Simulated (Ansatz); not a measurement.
The same path of C5H7F (13 atoms, charge 0, multiplicity 1) was run twice with different band settings. The coordinate that changes most is the dihedral H9–C2–C3–C5.

The calculation used RKS B3LYP-D4/6-31G in Ansatz 0.2.0.

Relaxed end points:

```xyz
13
Properties=species:S:1:pos:R:3
C 1.482 0.344 -1.349
C 0.314 0.777 -0.841
C -0.455 0.132 0.228
C -1.617 0.644 0.672
C 0.110 -1.137 0.815
F -0.748 -1.654 1.844
H 1.984 0.886 -2.143
H 1.981 -0.555 -1.003
H -0.128 1.689 -1.238
H -2.025 1.557 0.250
H -2.178 0.161 1.461
H 1.092 -0.961 1.269
H 0.209 -1.917 0.052
```

```xyz
13
Properties=species:S:1:pos:R:3
C 0.331 1.009 -1.866
C 0.723 0.545 -0.670
C -0.154 -0.088 0.334
C -1.451 0.215 0.507
C 0.530 -1.125 1.191
F -0.348 -1.617 2.216
H 1.028 1.485 -2.548
H -0.697 0.921 -2.205
H 1.778 0.618 -0.400
H -1.931 0.993 -0.077
H -2.047 -0.297 1.251
H 1.412 -0.703 1.688
H 0.846 -1.989 0.594
```

Common settings: movable images 7; spring 5.0 eV/Å²; start path IDPP; force threshold 0.05 eV/Å; end points relaxed.

| run | climbing image | optimiser | iteration limit |
| --- | --- | --- | --- |
| 1 | yes | quadratic models (default) | 29 |
| 2 | from the first iteration | fire | 32 |

(1) What does each run give, and how far can it be trusted?

Answers

(1) Run 1: converged after 7 iterations, highest image 0.258 eV above the first end. A vibrational analysis at the climbing image gives one clearly imaginary mode, 117i cm⁻¹: a first-order saddle point.
Run 2: converged after 31 iterations, highest image 0.263 eV above the first end. The order of the stationary point at the top wasn't checked.
Limits of this set-up: no polarisation functions.
